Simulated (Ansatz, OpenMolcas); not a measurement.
**Worked example: vertical ionisation energy of SiH3Cl (chlorosilane)**

SiH3Cl has 5 atoms, charge 0, and is taken as a singlet. SMILES: `[SiH3]Cl`. The coordinates come from a PBE0-D4/def2-TZVP relaxation.

```xyz
5

Si   -0.1120    0.0186   -0.0309
Cl    1.8383   -0.5135    0.3299
H    -0.9509   -0.4883    1.0791
H    -0.5347   -0.5857   -1.3149
H    -0.1908    1.4954   -0.1047
```

Both states at this one shape; open shells run unrestricted unless said. 1 Eh = 27.2114 eV.

| level | program | singlet SiH3Cl (Eh) | doublet SiH3Cl+ (Eh) | HOMO of the first (eV) |
| --- | --- | --- | --- | --- |
| SVWN5/STO-3G | OpenMolcas | -740.406728 | -740.052284 | -4.96 |
| r2SCAN-D4/cc-pVQZ | Ansatz | -751.515582 | -751.099457 | -8.02 |

**Question.** Work out the vertical ionisation energy at each level.

**Answer.** 
1. SVWN5/STO-3G: -740.052284 − (-740.406728) = 0.354444 Eh = 9.64 eV; −ε(HOMO) = 4.96 eV.
2. r2SCAN-D4/cc-pVQZ: -751.099457 − (-751.515582) = 0.416125 Eh = 11.32 eV; −ε(HOMO) = 8.02 eV.

No measured value is set beside it here; the levels span 9.64 to 11.32 eV. In semi-local functionals −ε(HOMO) lies far under the ionisation energy, a result of self-interaction, while the difference of totals does much better. Minimal sets are far from the basis-set limit.
